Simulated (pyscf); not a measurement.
H₂N–GaH–NH₂ -> ammonia (NH₃) + HN=GaH, an elimination (singlet surface; Ga–N, H–N broken, H–N formed). Optimised with ωB97X-D3(BJ)/def2-SVP in PySCF. Correlated levels are frozen-core, on RHF or UHF. ΔMP2 is the change of the MP2 total energy from the triple- to the quadruple-zeta basis. Energies in kJ/mol from the reactant's lowest minimum found.

Small-basis levels: PySCF, no dispersion term, spherical d functions. 

Question: In single points SVWN5/6-31G*+LANL2DZ puts the saddle at 163.5 kJ/mol and the reaction energy at +303.0 kJ/mol. Should these be trusted to within a few kcal/mol? Compare with CCSD(T)/def2-TZVPP + ΔMP2(QZVPP).

Answer: CCSD(T)/def2-TZVPP + ΔMP2(QZVPP) gives ΔE‡ = 215.8 kJ/mol and ΔE = +266.8 kJ/mol. SVWN5/6-31G*+LANL2DZ lies 52.3 kJ/mol under it in the barrier and 36.1 kJ/mol over it in the reaction energy, so on this step it does not hold to within 12.6 kJ/mol. CCSD(T)/def2-TZVPP + ΔMP2(QZVPP) has limits of its own. On the product side the descent ends in an adduct with a Ga–N contact, 102.0 kJ/mol under the separated species and 36.4 kJ/mol under the saddle at ωB97X-D3(BJ)/def2-TZVP. At CCSD(T) the saddle lies under the separated products, which points to a path from their complex (located at ωB97X-D3(BJ) alone), and parting the products costs more than the saddle. What is counted as broken (Ga–N) persists as a longer contact in the product adduct; parting that adduct is a step of its own. At ωB97X-D3(BJ)/def2-TZVP the barrier from the zero used here is 225.2 kJ/mol. HN=GaH lies 212.6 kJ/mol over its isomer H₂N–Ga [singlet] (electronic energy, ωB97M-D3(BJ)/def2-TZVP). One saddle was located; it need not be the lowest between these sides. The CCSD(T) − MP2 part came from Ansatz, without density fitting, on the same reference. The frozen core leaves the outer d or s,p core shells of the metals and heavy elements correlated in the MP2 and CC values, and def2-TZVPP describes them poorly, which can shift differences by a few kcal/mol. In the def2 sets elements up to Kr have no core potential.
